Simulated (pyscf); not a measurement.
This saddle point was located with ωB97X-D3(BJ)/def2-SVP in PySCF.

```xyz
9

O      0.2350    -0.0960     1.8397
Si    -0.1136     0.2104     0.2631
O     -1.1171    -0.7130    -0.6480
F     -1.5834     1.2812     0.8341
F      1.3084    -0.1274    -0.4626
H      1.0766    -0.5557     1.9461
H     -2.0507    -0.6080    -0.4333
H      0.1307     1.7854    -0.2337
H     -0.7375     1.8712     0.2320
```

Surface: singlet, charge 0. Lowest wavenumbers (cm⁻¹): 1036i, 198, 267, 315, 361.

Problem. Which two sides does it connect, and which bonds change?

Solution. HO–Si(OH)(F)–F + hydrogen (H₂) <-> HO–SiH(OH)–F + hydrogen fluoride (HF), a four-centre exchange read from left to right: F–Si, H–H broken and H–Si, F–H formed. At ωB97M-D3(BJ)/def2-TZVP it lies +56.9 kcal/mol from the left side and +24.5 kcal/mol from the right (each side as separated species at their lowest minima found). On the product side the descent ends in a complex (not fully relaxed), 5.9 kcal/mol under the separated species and 30.9 kcal/mol under the saddle at ωB97X-D3(BJ)/def2-TZVP. This is the saddle that the search found; another between the same sides may lie lower.
